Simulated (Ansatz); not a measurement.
This Ansatz (a program for electronic structure) input (PBE0/def2-SV(P)) gives -535.50336 Eh with 34 basis functions. A basis named .json is the Basis Set Exchange file of that set (core-valence sets with the plain set on hydrogen).

Ansatz 0.2 input:
```yaml
crystal:
  periodic: [false, false, false]
  atoms:
    - {symbol: O, position_ang: [0.02204159, 1.10436371, -0.00118827]}
    - {symbol: H, position_ang: [-0.92327012, 1.31460394, 0.01604549]}
    - {symbol: Cl, position_ang: [0.04393750, -0.59703021, -0.00038467]}
basis:
  gaussian:
    orbitals: def2-SV_P_.json
hamiltonian:
  xc: {name: PBE0}
magnetization: {spin_polarized: false}
```

Change:
```diff
- orbitals: def2-SV_P_.json
+ orbitals: aug-cc-pV_T+d_Z.json
```

### Question
What does the run give now?

### Answer
-535.78242 Eh (PBE0/aug-cc-pV(T+d)Z, 124 functions), a change of -279.06 mEh.
